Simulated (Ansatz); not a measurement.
We consider corundum Rh₂O₃ (model structure), described by PBEsol (Ansatz, a program for electronic structure, PAW).

Run with plane-wave cutoff 500 eV, 8×8×8 k mesh, gaussian smearing 0.02 eV, no spin polarisation, scalar-relativistic PAW data made under PBE.

Cell (relaxed at this level):

```yaml
crystal:
  lattice:
    - [4.83781, -2.55434, 0.00308]
    - [4.83781, 2.55434, 0.00308]
    - [3.48645, 0.00000, 4.21589]
  atoms:
    - { symbol: Rh, position: [0.34935, 0.34935, 0.34935] }
    - { symbol: Rh, position: [0.15065, 0.15065, 0.15065] }
    - { symbol: Rh, position: [0.65065, 0.65065, 0.65065] }
    - { symbol: Rh, position: [0.84935, 0.84935, 0.84935] }
    - { symbol: O, position: [0.54967, 0.95033, 0.25000] }
    - { symbol: O, position: [0.25000, 0.54967, 0.95033] }
    - { symbol: O, position: [0.95033, 0.25000, 0.54967] }
    - { symbol: O, position: [0.45033, 0.04967, 0.75000] }
    - { symbol: O, position: [0.75000, 0.45033, 0.04967] }
    - { symbol: O, position: [0.04967, 0.75000, 0.45033] }
```

**Question.** Estimate the band gap that the calculation returns.

**Answer.** 
- band gap = 0.63 eV (on the SCF k mesh)

Note: the relaxation could raise the start's symmetry but not lower it, so the cell can be a saddle point.

Spin–orbit coupling is not included.

Static lattice: no zero-point or thermal effects.

A model structure was made by putting elements into a prototype or built by hand; it is no filed structure, need not be a known phase, and can be a saddle point held by its symmetry.
